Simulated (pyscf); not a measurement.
Structures and frequencies: ωB97X-D3(BJ)/def2-SVP in PySCF. Correlated levels are frozen-core, on RHF or UHF. ΔMP2 is the change of the MP2 total energy from the triple- to the quadruple-zeta basis.

### Question
Estimate by transition-state theory (the high-pressure limit) the rate constant of H₃C–CH₂–BH–F → H₂B–F + ethylene (H₂C=CH₂) (singlet surface; B–C, C–H broken, B–H formed) at 900 K, with CCSD(T)/def2-TZVPP + ΔMP2(QZVPP) energies (ideal gas, 1 atm, RRHO with modes under 100 cm⁻¹ raised to 100, one conformer, R ln 2 for rigid chiral ones; no tunnelling).

### Answer
The electronic barrier is 41.1 kcal/mol and the thermal terms add +1.9, so ΔG‡ = 43.0 kcal/mol. With k_BT/h = 1.88e+13 s⁻¹ and RT = 1.788 kcal/mol, k = 6.8e+02 s⁻¹, a half-life of 1.0e-03 s through this channel alone. Wigner's tunnelling factor for 560i cm⁻¹ would be 1.03. A shift of 1 kcal/mol in the barrier changes k by a factor 1.7. On the product side the descent ends in a complex, 4.1 kcal/mol under the separated species and 5.7 kcal/mol under the saddle at ωB97X-D3(BJ)/def2-TZVP. At the saddle there is also a short B–C contact that neither side keeps. H₃C–CH₂–BH–F lies 15.9 kcal/mol over its isomer H₃C–B(CH₃)–F, and others may lie lower still (electronic energy, ωB97M-D3(BJ)). One saddle was located; it need not be the lowest between these sides. The CCSD(T) − MP2 part came from Ansatz, without density fitting, on the same reference.
